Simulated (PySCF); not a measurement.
# AlOF: PBE0 against B3LYP

Base calculation in PySCF with density fitting and no spin–orbit coupling, PBE0/def2-TZVP (no relativity): singlet, C∞v, Al–F 1.631 Å, Al–O 1.593 Å; F–Al–O 180.0°; wavenumbers 208 (×2), 751, 1188 cm⁻¹; dipole moment 3.30 D, gap between the highest occupied and lowest empty levels 5.17 eV, polar-tensor charge of Al 1.28 e, atomisation energy (no zero-point energy) 1043 kJ/mol.

Task: What changes on going to B3LYP/def2-TZVP (no relativity)?

Result: The point group stays the same. Changes: mean bond to Al +0.005 Å, smallest bond angle 0.0 degrees, highest wavenumber -15 cm⁻¹, lowest wavenumber -5 cm⁻¹, dipole moment -0.09 D, gap between the highest occupied and lowest empty levels -0.57 eV, polar-tensor charge of Al -0.03 e, atomisation energy (no zero-point energy) +18 kJ/mol. The new structure has Al–F 1.637 Å, Al–O 1.597 Å; F–Al–O 180.0°, with wavenumbers 203 (×2), 740, 1173 cm⁻¹.

The structures come from searches over a few start shapes, so lower isomers are not excluded.
